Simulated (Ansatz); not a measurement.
The same path of C$_{2}$H$_{4}$OS (8 atoms, charge 0, multiplicity 1) was run 3 times with different band settings. The coordinate that changes most is the dihedral H5–O1–C2–C3.

Level of theory: RKS PBE0-D4/def2-SVP in Ansatz.

Relaxed end points:

```xyz
8
Properties=species:S:1:pos:R:3
O -1.156 0.939 0.615
C -0.615 -0.149 -0.004
C 0.781 -0.173 -0.480
S 0.476 -1.288 0.926
H -0.520 1.268 1.264
H -1.374 -0.649 -0.616
H 1.009 -0.657 -1.436
H 1.400 0.708 -0.268
```

```xyz
8
Properties=species:S:1:pos:R:3
O -0.766 0.830 1.081
C -0.494 -0.159 0.162
C 0.841 -0.218 -0.480
S 0.529 -1.519 0.744
H -1.237 1.536 0.621
H -1.358 -0.481 -0.440
H 0.928 -0.540 -1.524
H 1.556 0.551 -0.165
```

Common settings: movable images 7; climbing image yes; optimiser quadratic models (default); start path through a guess of the saddle point; force threshold 0.03 eV/Å; end points relaxed.

| run | spring | iteration limit |
| --- | --- | --- |
| 1 | 5.0 eV/Å² | 59 |
| 2 | 5.0 eV/Å² | 10 |
| 3 | 2.0 to 10.0 eV/Å², energy-weighted | 60 |

(1) What does each run give, and how far can it be trusted?

Results:

(1) Run 1: converged after 7 iterations, highest image 0.166 eV above the first end. A vibrational analysis at the climbing image gives one clearly imaginary mode, 231i cm⁻¹: a first-order saddle point.
Run 2: converged after 7 iterations, highest image 0.166 eV above the first end. Another band between the same ends (7 images) ends at a top of the same energy, where a vibrational analysis finds 1 clearly imaginary mode.
Run 3: converged after 8 iterations, highest image 0.166 eV above the first end. Another band between the same ends (7 images) ends at a top of the same energy, where a vibrational analysis finds 1 clearly imaginary mode.
